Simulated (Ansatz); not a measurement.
A nudged elastic band was laid between two geometries of FH3Si (5 atoms, charge 0, multiplicity 1).

Theory: RKS r2SCAN/def2-SVP in Ansatz.

```yaml
movable_images: 5
climbing_image: yes
spring: 2.0 to 10.0 eV/Å², energy-weighted
optimiser: quadratic models (default)
start_path: through a guess of the saddle point
force_threshold: 0.03 eV/Å
iteration_limit: 60
end_points: relaxed
```

Initial state:

```xyz
5
Properties=species:S:1:pos:R:3
Si 0.247 0.000 0.136
F 0.317 0.000 1.760
H 1.636 0.000 -0.399
H -0.478 1.222 -0.309
H -0.478 -1.222 -0.309
```

Final state:

```xyz
5
Properties=species:S:1:pos:R:3
Si -0.014 0.000 -0.743
F 1.097 0.000 1.157
H 1.970 0.000 0.824
H -0.905 1.105 -0.179
H -0.905 -1.105 -0.179
```

(1) Which bonds break or form, and what moves?

(2) Give the energies along the band, and the barrier.

(3) What is the geometry of the highest image?

Results:

(1) Bonds broken: Si1–H3. Bonds formed: F2–H3. FH3Si becomes FH + H2Si.

(2) It converged. The highest image is number 3 of 0 to 6, 3.58 eV above the first end and 0.21 eV above the last; the last end lies 3.37 eV above the first. Neighbouring images differ by up to 1.9 eV, so the band resolves the path poorly. Another band between the same ends (5 images) ends at a top of the same energy, where a vibrational analysis finds 1 clearly imaginary mode. The orbitals stay closed-shell, which can raise the energy where a bond breaks towards radicals; this wasn't checked here.

| image | path coordinate (Å) | energy (eV) | Si1–H3 (Å) | F2–H3 (Å) |
| --- | --- | --- | --- | --- |
| 0 | 0.00 | 0.00 | 1.49 | 2.53 |
| 1 | 0.82 | 1.86 | 1.49 | 1.70 |
| 2 | 1.22 | 3.42 | 1.60 | 1.29 |
| 3 | 1.38 | 3.58 | 1.70 | 1.13 |
| 4 | 1.54 | 3.51 | 1.85 | 1.01 |
| 5 | 1.75 | 3.43 | 2.10 | 0.96 |
| 6 | 2.12 | 3.37 | 2.53 | 0.93 |

(3) 
```xyz
5
Properties=species:S:1:pos:R:3
Si 0.199 0.000 -0.421
F 0.939 0.000 1.427
H 1.608 0.000 0.522
H -0.752 1.163 -0.324
H -0.752 -1.163 -0.324
```

Time of the run: 71 s on 1 thread of Arm Neoverse V1, on a shared host, peak memory 0.1 GiB.
